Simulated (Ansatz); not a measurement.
`CC1(C)CC1` → `C/C=C\CC`  (isomerisation)

Program: Ansatz. Geometries: PBE0-D4/def2-TZVP. ΔE: electronic, gas phase. CBS: MP2 limit from def2 TZ/QZ plus the TZ coupled-cluster correction, frozen cores. DFT in def2-TZVPP. Each species was taken in one conformer, which may not be the lowest.

CCSD(T)/CBS gives -17.3 kJ/mol.

Task: Another level gave -5.6 kJ/mol. Which?
A. BLYP-D4/def2-TZVPP
B. CCSD/def2-TZVPP
C. revPBE/def2-TZVPP
D. PBE0-D4/def2-TZVPP

Result: D. PBE0-D4 -5.6, revPBE -20.2, CCSD/def2-TZVPP -15.6, BLYP-D4 -34.2 kJ/mol.

Largest T1 diagnostic among the species: 0.009.

From r2SCAN to r2SCAN0 (25 % exact exchange), in def2-TZVPP and without D4, ΔE moves by +5.6 kJ/mol. The D4 term adds +3.3 kJ/mol with B3LYP and +1.6 kJ/mol with PBE0; it sums over pairs of atoms, weighted by their polarisabilities, and B3LYP, whose exchange is more repulsive, gets the larger term. At CCSD(T), def2-SVP lies +8.1 kJ/mol from the extrapolated value and def2-TZVPP +1.5 kJ/mol.

B3LYP here is the variant with VWN-RPA as its local correlation; programs differ in this.
